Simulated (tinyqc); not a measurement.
RHF in the sto-3g basis, for H2O, spin multiplicity 1, step by step. One step of it, computed by the program tinyqc.

Question. Iteration 8 (converged): orbitals. Diagonalise F' = X^T F X, C = X C', fill 5 alpha and 5 beta electrons from the bottom; D = 2 C_occ C_occ^T. Each column has its largest component positive (the first on a tie).

converged F (hartree), order 1O 1s, 1O 2s, 1O 2px, 1O 2py, 1O 2pz, 2H 1s, 3H 1s:
```
[[-20.221278, -5.161745, 0.000000, 0.000000, -0.029456, -1.247856, -1.247856],
 [-5.161745, -2.446452, 0.000000, 0.000000, -0.127045, -1.053762, -1.053762],
 [0.000000, 0.000000, -0.387501, 0.000000, 0.000000, 0.000000, 0.000000],
 [0.000000, 0.000000, 0.000000, -0.338885, 0.000000, -0.412947, 0.412947],
 [-0.029456, -0.127045, 0.000000, 0.000000, -0.355424, -0.349750, -0.349750],
 [-1.247856, -1.053762, 0.000000, -0.412947, -0.349750, -0.598004, -0.391585],
 [-1.247856, -1.053762, 0.000000, 0.412947, -0.349750, -0.391585, -0.598004]]
```

X, order 1O 1s, 1O 2s, 1O 2px, 1O 2py, 1O 2pz, 2H 1s, 3H 1s:
```
[[-0.302973, 0.000000, 0.763390, 0.000000, -0.610846, 0.000000, 0.153402],
 [1.220386, 0.000000, -0.278144, 0.000000, -0.278742, 0.000000, 0.427608],
 [0.000000, 0.000000, 0.000000, 1.000000, 0.000000, 0.000000, 0.000000],
 [0.000000, 0.968751, 0.000000, 0.000000, 0.000000, 0.678176, 0.000000],
 [0.519846, 0.000000, 0.643905, 0.000000, 0.663286, 0.000000, 0.181533],
 [-0.764395, -0.885160, -0.154369, 0.000000, 0.124088, 0.371110, 0.372674],
 [-0.764395, 0.885160, -0.154369, 0.000000, 0.124088, -0.371110, 0.372674]]
```

Give: F' = X^T F X; orbital energies; coefficients C; D after iteration 8.

Answer.

F' = X^T F X (hartree):
```
[[0.2449, 0.0000, 1.5126, 0.0000, -1.0323, 0.0000, 0.1050],
 [0.0000, 0.7749, 0.0000, 0.0000, 0.0000, 0.1118, 0.0000],
 [1.5126, 0.0000, -9.4132, 0.0000, 8.9162, 0.0000, -3.9466],
 [0.0000, 0.0000, 0.0000, -0.3875, 0.0000, 0.0000, 0.0000],
 [-1.0323, 0.0000, 8.9162, 0.0000, -9.2001, 0.0000, 4.0308],
 [0.0000, 0.1118, 0.0000, 0.0000, 0.0000, -0.6284, 0.0000],
 [0.1050, 0.0000, -3.9466, 0.0000, 4.0308, 0.0000, -2.9600]]
```

orbital energies (hartree): [-20.2302, -1.2701, -0.6373, -0.4402, -0.3875, 0.6121, 0.7838]

coefficients C, order 1O 1s, 1O 2s, 1O 2px, 1O 2py, 1O 2pz, 2H 1s, 3H 1s:
```
[[0.9941, -0.2326, 0.0000, 0.0999, 0.0000, -0.1378, 0.0000],
 [0.0270, 0.8279, 0.0000, -0.5224, 0.0000, 0.9318, 0.0000],
 [0.0000, 0.0000, 0.0000, 0.0000, 1.0000, 0.0000, 0.0000],
 [0.0000, 0.0000, 0.5996, 0.0000, 0.0000, 0.0000, 1.0193],
 [0.0043, 0.1290, 0.0000, 0.8003, 0.0000, 0.7075, 0.0000],
 [-0.0062, 0.1612, 0.4398, 0.2629, 0.0000, -0.8169, -0.8531],
 [-0.0062, 0.1612, -0.4398, 0.2629, 0.0000, -0.8169, 0.8531]]
```

D after iteration 8, order 1O 1s, 1O 2s, 1O 2px, 1O 2py, 1O 2pz, 2H 1s, 3H 1s:
```
[[2.1045, -0.4357, 0.0000, 0.0000, 0.1084, -0.0349, -0.0349],
 [-0.4357, 1.9181, 0.0000, 0.0000, -0.6224, -0.0080, -0.0080],
 [0.0000, 0.0000, 2.0000, 0.0000, 0.0000, 0.0000, 0.0000],
 [0.0000, 0.0000, 0.0000, 0.7190, 0.0000, 0.5274, -0.5274],
 [0.1084, -0.6224, 0.0000, 0.0000, 1.3144, 0.4623, 0.4623],
 [-0.0349, -0.0080, 0.0000, 0.5274, 0.4623, 0.5771, -0.1967],
 [-0.0349, -0.0080, 0.0000, -0.5274, 0.4623, -0.1967, 0.5771]]
```
